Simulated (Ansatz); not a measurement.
# NaC (quartet): wave-function methods side by side at distance C1–Na2 = 4.855 Å, cc-pVTZ

An exercise on one series of results from a longer session: the logs are not shown, and one member is left open.

Computed with Ansatz 0.2.0, Gaussian basis. Level: cc-pVTZ, core rule «outside noble gas», up to 6 orbitals frozen.

Plan: UHF; CCSD(T) on ROHF; CCSD(T) on UHF; BCCD(T) on ROHF; CCSDT(Q) on ROHF; CCSDT(Q) on UHF; Full CI.

55 further runs of the same task are left out: 42 for a known fault of the program, 10 that didn't finish, 3 set aside as unsound or not needed. Runs told in other sessions of the task aren't counted.

## The system

The geometry derives from a PBE0/def2-TZVP stationary point (not a proven minimum). One bond is set to the value named and the two fragments are kept rigid.

2 atoms, charge 0, spin multiplicity 4.

Atoms are counted from 1 here; the program's logs count them from 0.

No contacts short enough for the rule that draws bonds.

The first run:

Contents of in.yaml:

```yaml
crystal:
  periodic: [false, false, false]
  atoms:
    - {symbol: C, position_ang: [0.000000, 0.000000, 0.000000]}
    - {symbol: Na, position_ang: [0.000000, 0.000000, 4.855000]}
basis:
  gaussian: {orbitals: cc-pVTZ}
magnetization: {spin_polarized: true, initial_magnetization: 3}
hamiltonian: {xc: hf}
output: {orbitals: {seedname: orbitals}}
```

Started as:

```
ansatz run in.yaml --threads 1 --pin off --events-out ev --progress --plain --max-ram 2393MiB
```

Among the steps run: UHF; CCSD(T) on ROHF; CCSD(T) on UHF; BCCD(T) on ROHF; CCSDT(Q) on ROHF; CCSDT(Q) on UHF; Full CI.

One table of the session follows, with a row left open; its other results are not shown here.

| method | from FCI (kJ/mol) |
| --- | --- |
| ROHF | +251.8 |
| UHF | +239.0 |
| RMP2 | +61.7 |
| UMP2 | +61.5 |
| RCCSD | +7.4 |
| UCCSD | +6.9 |
| RCCSD(T) | +1.4 |
| UCCSD(T) | +1.2 |
| BCCD(T) | +1.4 |
| RCCSDT | ? |
| UCCSDT | -0.2 |
| RCCSDT(Q) | -0.1 |
| UCCSDT(Q) | -0.3 |
| FCI | 0 |

Estimate the missing values for RCCSDT.

**Answer.** from FCI (kJ/mol): +0.1. In the column «from FCI (kJ/mol)» it lies between FCI (0) and UCCSD(T) (+1.2).

Caveats from the session: UCCSDT, UCCSDT(Q) fall below full CI: unrestricted runs freeze a spin-polarised core, another one than full CI's, and coupled cluster isn't variational. Levels on UHF freeze UHF's core orbitals, full CI those of ROHF, so the U rows can settle a little off it for that reason alone. Restricted and unrestricted rows rest on different reference determinants; a gap between their highest levels can come from leftover correlation error, from unlike frozen cores or from another state.
